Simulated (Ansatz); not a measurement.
# SiPN (triplet): geometry optimisation

Aim: relax a generated start of SiPN (triplet) and see which bonds hold.

Method: UKS PBE0/def2-TZVP; program: Ansatz 0.2.0, Gaussian basis.

## 1. The system as given

3 atoms, charge 0, spin multiplicity 3.

Atoms are counted from 1 here; the program's logs count them from 0.

Bond lengths: N1–Si2 1.578 Å, Si2–P3 2.129 Å. Angles: N1–Si2–P3 180.0°.

Geometry (Å):

```xyz
3

N     0.0000    0.0000   -1.7618
Si    0.0000    0.0000   -0.1835
P     0.0000    0.0000    1.9453
```

The start was built by rule and, where that kept it together, relaxed with GFN2-xTB. Sticks and bond lists go by distance. 

## 2. The run

Contents of in.yaml:

```yaml
crystal:
  periodic: [false, false, false]
  atoms:
    - {symbol: N, position_ang: [0.000000, 0.000000, -1.761780]}
    - {symbol: Si, position_ang: [0.000000, 0.000000, -0.183550]}
    - {symbol: P, position_ang: [0.000000, 0.000000, 1.945331]}
basis:
  gaussian: {orbitals: def2-TZVP}
magnetization: {spin_polarized: true, initial_magnetization: 2}
hamiltonian: {xc: pbe0}
relax: {f_tol: 0.004, max_steps: 80}
```

Started as:

```sh
ansatz run in.yaml --threads 1 --pin off --events-out ev --progress --plain --max-ram 2176MiB
```

What does the calculation give? Wanted: energy gained; shift from the start; total energy; dipole moment; ⟨S²⟩.

As calculated:

| quantity | value |
| --- | --- |
| steps | 5 |
| energy gained | 0.067 eV |
| shift from the start (rms) | 0.030 Å |
| total energy | -18644.5177 eV |
| dipole moment | 2.56 D |
| ⟨S²⟩ | 2.183 |

In words: The bonds of the start are those of the end. Si2–P3 went from 2.129 to 2.057 Å. The determinant is spin-contaminated (excess 0.18). No vibrations were run, so this is a stationary point, not a proven minimum, and this spin need not be the ground state's.
